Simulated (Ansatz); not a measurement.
# CH3AlN radical (SMILES [CH]1[NH][AlH]1): functionals against CCSD(T) at one geometry

One table from this session's results is given with a row withheld; the runs are named, their logs left out.

Computed with Ansatz 0.2.0, Gaussian basis. Level: single points in def2-TZVPP.

Correlated methods freeze the cores. Orbitals are unrestricted.

## The system as given

SMILES `[CH]1[NH][AlH]1`, 6 atoms, charge 0, spin multiplicity 2.

Atoms are counted from 1 here; the program's logs count them from 0.

Bond lengths: C1–N2 1.218 Å, C1–Al3 2.113 Å, C1–H4 1.140 Å, N2–Al3 1.926 Å, N2–H5 1.058 Å, Al3–H6 1.610 Å. Angles: N2–C1–Al3 64.2°, N2–C1–H4 131.3°, Al3–C1–H4 158.9°, C1–N2–Al3 81.1°, C1–N2–H5 112.0°, Al3–N2–H5 162.0°, C1–Al3–N2 34.7°, C1–Al3–H6 126.2°, N2–Al3–H6 100.0°.

Coordinates:

```xyz
6
charge 0, multiplicity 2
C    -0.3607   -0.9104   -0.3296
N     0.2610    0.1240   -0.4939
Al    0.5356   -0.0927    1.4002
H    -1.1391   -1.4320   -0.9787
H     0.0677    0.5567   -1.4402
H     0.4661    1.4448    1.8718
```

Set-up of the first run:

run/in.yaml

```yaml
crystal:
  periodic: [false, false, false]
  atoms:
    - {symbol: C, position_ang: [-0.360700, -0.910400, -0.329600]}
    - {symbol: N, position_ang: [0.261000, 0.124000, -0.493900]}
    - {symbol: Al, position_ang: [0.535600, -0.092700, 1.400200]}
    - {symbol: H, position_ang: [-1.139100, -1.432000, -0.978700]}
    - {symbol: H, position_ang: [0.067700, 0.556700, -1.440200]}
    - {symbol: H, position_ang: [0.466100, 1.444800, 1.871800]}
basis:
  gaussian: {orbitals: def2-TZVPP}
magnetization: {spin_polarized: true, initial_magnetization: 1}
correlation: {method: ccsd_t}
scf: {omitted_lower_state_checks: [cluster_reference]}
output: {forces: true}
```

No record of the launch command was kept for these runs.

Steps of the session up to this table: CCSD(T)/def2-TZVPP; PBE0-D4/def2-TZVPP; wB97M-V/def2-TZVPP; r2SCAN-D4/def2-TZVPP; PBE-D4/def2-TZVPP; CAM-B3LYP-D4/def2-TZVPP; BLYP-D4/def2-TZVPP.

One table of the session follows, with a row left open; its other results are not shown here.

```
      method  RMS force component (eV/Å)  angle to CCSD(T) forces (°)  dipole (D)
     CCSD(T)                       2.437                    reference        2.90
     PBE0-D4                       2.124                          4.1        2.89
     wB97M-V                       2.214                          3.2        2.70
   r2SCAN-D4                       2.134                          2.9        2.95
      PBE-D4                       2.181                          3.9        2.90
CAM-B3LYP-D4                           ?                            ?           ?
     BLYP-D4                       2.191                          4.4        2.78
```

Estimate the missing values for CAM-B3LYP-D4.

As computed: RMS force component (eV/Å): 2.106; angle to CCSD(T) forces (°): 5.1; dipole (D): 2.80. In the column «RMS force component (eV/Å)» it is the lowest.
